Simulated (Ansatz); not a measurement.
Species: C4H5 (charge 0, doublet). It need not be the lowest isomer of its formula. 
Coordinates optimised at B3LYP-D3(BJ)/def2-TZVP (Ansatz, a program for electronic structure):
```
C
C 1 1.2816
H 2 1.0768 1 139.61
C 1 1.4761 2 149.30 3 -180.00
H 4 1.0838 1 117.61 2 71.91
H 4 1.0838 5 114.77 1 144.82
C 1 1.4956 2 149.37 3 0.00
H 7 1.0832 1 117.41 2 -71.92
H 7 1.0832 8 115.11 1 -144.65
```
Charge 0, spin multiplicity 2.

Quantity: atomisation energy (electronic, to ground-state atoms), in kcal/mol. Valence correlation only, unless marked. Open shells are spin-unrestricted. Spin-orbit coupling is left out. Non-relativistic. The coupled-cluster limit lacks core correlation, which all-electron functionals hold. Basis-set limits of correlation are two-point, X^-3; Hartree-Fock from the larger set. [CCSD(T)-MP2]/basis is that difference in the basis named.

```tsv
level	program	atomisation energy (kcal/mol)
HF/STO-3G	Ansatz	780.3
HF/cc-pVDZ	Ansatz	637.4
HF/cc-pVTZ	Ansatz	649.1
SVWN5/def2-TZVPD	Ansatz	1015.3
PBE-D4/def2-TZVPD	Ansatz + dftd4	910.8
BLYP-D4/def2-TZVPD	Ansatz + dftd4	880.6
B3LYP-D4/def2-TZVPD	Ansatz + dftd4	880.7
PBE0/6-31G*	Ansatz	890.7
PBE0-D4/def2-TZVP	Ansatz + dftd4	893.4
PBE0/def2-QZVPP	Ansatz	891.7
BHLYP-D3(BJ)/def2-TZVPD	Ansatz + dftd3	854.1
BHLYP/def2-TZVPD	Ansatz	849.6
CAM-B3LYP-D3(BJ)/def2-TZVPD	Ansatz + dftd3	882.4
B2GP-PLYP-D3(BJ)/def2-TZVPD	Ansatz + dftd3	868.3
RI-MP2/cc-pVTZ	Ansatz	863.7
RI-MP2/cc-pVQZ	Ansatz	876.4
CCSD/cc-pVTZ	Ansatz	839.3
CCSD(T)/6-31G*	Ansatz	806.2
CCSD(T)/aug-cc-pVDZ	Ansatz	813.1
RI-MP2/CBS(cc-pVTZ,cc-pVQZ)+[CCSD(T)-MP2]/cc-pVDZ	Ansatz	874.1
RI-MP2/CBS(cc-pVTZ,cc-pVQZ)+[CCSD(T)-MP2]/cc-pVTZ	Ansatz	874.4
```

The UHF reference is spin-contaminated (<S^2> 0.17 over the pure value in the largest basis).
